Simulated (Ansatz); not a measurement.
**BPH2 (triplet): wave-function methods side by side at a displaced geometry (v2), cc-pVDZ**

The task here is to estimate one member of a computed series from the others.

Method: cc-pVDZ, core rule «outside noble gas», up to 6 orbitals frozen; program: Ansatz 0.2.0, Gaussian basis.

Plan: UHF; CCSD(T) on ROHF; CCSD(T) on UHF; BCCD(T) on ROHF; CISD; CCSDT(Q) on ROHF; CCSDT(Q) on UHF; CASSCF and MRCISD+Q, 10 electrons in 10 orbitals; CASSCF and NEVPT2, 10 electrons in 10 orbitals.

28 further runs of the same task are left out: 3 for a known fault of the program, 13 that didn't finish, 12 set aside as unsound or not needed.

### The system

The geometry is a PBE0/def2-TZVP stationary point (not a proven minimum) with its atoms shifted at random (size 0.100 Å).

4 atoms, charge 0, spin multiplicity 3.

Atoms are counted from 1 here; the program's logs count them from 0.

Bond lengths: B1–P2 1.883 Å, B1–H3 1.182 Å, B1–H4 1.277 Å. Angles: P2–B1–H3 120.3°, P2–B1–H4 119.6°, H3–B1–H4 119.2°.

The first run:

Input file in.yaml:

```yaml
crystal:
  periodic: [false, false, false]
  atoms:
    - {symbol: B, position_ang: [0.118741, -0.003543, 1.298220]}
    - {symbol: P, position_ang: [-0.046134, 0.004831, -0.577965]}
    - {symbol: H, position_ang: [0.030487, 1.004204, 1.909011]}
    - {symbol: H, position_ang: [0.113595, -1.114659, 1.927225]}
basis:
  gaussian: {orbitals: cc-pVDZ}
magnetization: {spin_polarized: true, initial_magnetization: 2}
hamiltonian: {xc: hf}
output: {orbitals: {seedname: orbitals}}
```

On the command line:

```console
$ ansatz run in.yaml --threads 1 --pin off --events-out ev --progress --plain --max-ram 2393MiB
```

Steps of the session up to this table: UHF; CCSD(T) on ROHF; CCSD(T) on UHF; BCCD(T) on ROHF; CISD; CCSDT(Q) on ROHF; CCSDT(Q) on UHF; CASSCF and MRCISD+Q, 10 electrons in 10 orbitals; CASSCF and NEVPT2, 10 electrons in 10 orbitals.

One table of the session follows, with a row left open; its other results are not shown here.

```
          method  from UCCSDT(Q) (kcal/mol)
            ROHF                    +129.82
             UHF                    +126.36
            RMP2                     +26.24
            UMP2                     +27.00
            CISD                     +12.51
           RCCSD                      +4.04
           UCCSD                      +3.94
        RCCSD(T)                      +0.81
        UCCSD(T)                      +0.81
         BCCD(T)                          ?
          RCCSDT                      +0.17
          UCCSDT                      +0.16
       RCCSDT(Q)                      +0.01
       UCCSDT(Q)                          0
  CASSCF valence                     +87.31
  NEVPT2 valence                     +23.70
  MRCISD valence                      +6.21
MRCISD+Q valence                      +0.51
```

Estimate the missing values for BCCD(T).

**Answer.** from UCCSDT(Q) (kcal/mol): +0.80. In the column «from UCCSDT(Q) (kcal/mol)» it lies between MRCISD+Q valence (+0.51) and RCCSD(T) (+0.81).

Among the levels timed on like hardware and quicker than the yardstick, those that no quicker one beats, quickest first: CISD (5.5 s, +12.51 kcal/mol); UCCSD(T) (8 s, +0.81 kcal/mol); BCCD(T) (9 s, +0.80 kcal/mol); MRCISD+Q valence (37 s, +0.51 kcal/mol).

To keep in mind: Of the multireference levels listed MRCISD+Q valence comes nearest in total energy (+0.51 kcal/mol), which doesn't show that its space is the better one. Restricted and unrestricted rows rest on different reference determinants; where their highest levels disagree by more than a few hundredths of an eV, they describe different states and don't form one ladder.
